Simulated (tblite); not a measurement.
Compound: dimethylphosphine, C2H7P.
Bonds: C1–P2, P2–C3. Hydrogens: H4, H5, H6 on C1; H7 on P2; H8, H9, H10 on C3.

Level: GFN2-xTB in tblite, geometry and Hessian alike; calculated harmonic values, unscaled, isolated species. The method is semi-empirical: single wavenumbers can be off by several per cent or more. Modes of hydrogen on phosphorus can be 10 to 20 % off.

Problem. How many normal modes are there?

Solution. 10 atoms, non-linear: 3N − 6 = 24.

Problem. What is the point group of the computed structure, and how do the modes divide by symmetry?

Solution. Cs. The vibrations span 13 a′ + 11 a″.

Problem. How many distinct wavenumbers does the calculation give?

Solution. 24: Cs has no degenerate species.

Problem. How many fundamentals are allowed in the infrared by symmetry?

Solution. 24 of 24: in Cs every mode is allowed. All fundamentals are allowed in the Raman spectrum.

Problem. How far is the lowest real mode excited at 298.15 K, as a harmonic oscillator?

Solution. 168.3 cm⁻¹ is a vibrational temperature θ of 242 K. The population of v = 1 over v = 0 is exp(−θ/T) = 0.44, and the mean quantum number is 0.8.
